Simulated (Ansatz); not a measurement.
# CH2F: the cost of one run

Computed with Ansatz 0.2.0 (the levels named in each step, unless a step's input says otherwise).

## 1. Starting point

Bond lengths: C1–F2 1.332 Å, C1–H3 1.071 Å, C1–H4 1.071 Å. Angles: F2–C1–H3 115.5°, F2–C1–H4 115.5°, H3–C1–H4 126.1°.

Structure file:

```xyz
4

C    -0.7354    0.0243    0.0600
F     0.5928   -0.0196   -0.0314
H    -1.2368   -0.9142   -0.0602
H    -1.1735    0.9941   -0.0624
```

## 2. A rough first relaxation, PBE-D4/def2-SVP

Contents of input.yaml:

```yaml
crystal:
  periodic: [false, false, false]
  atoms:
    - { symbol: C, position_ang: [-0.73541, 0.02432, 0.05997] }
    - { symbol: F, position_ang: [0.5928, -0.0196, -0.03141] }
    - { symbol: H, position_ang: [-1.23678, -0.91424, -0.06019] }
    - { symbol: H, position_ang: [-1.17346, 0.99407, -0.06242] }
magnetization:
  spin_polarized: true
  initial_magnetization: 1
basis:
  gaussian: { orbitals: def2-SVP }
hamiltonian:
  xc: pbe
  dispersion: d4
relax:
  f_tol: 0.03
  max_steps: 200
```

The run is started by

```
$ ansatz run input.yaml --threads 2 --pin off --max-ram 5120MiB --backend cpu --events-out ev --progress --plain --runs-dir out
```

What time and memory should one allow on 2 threads of Intel Xeon Platinum 8375C at 2.90GHz (Ice Lake), shared host?

About 2.9 s, with a peak of 0.12 GiB.
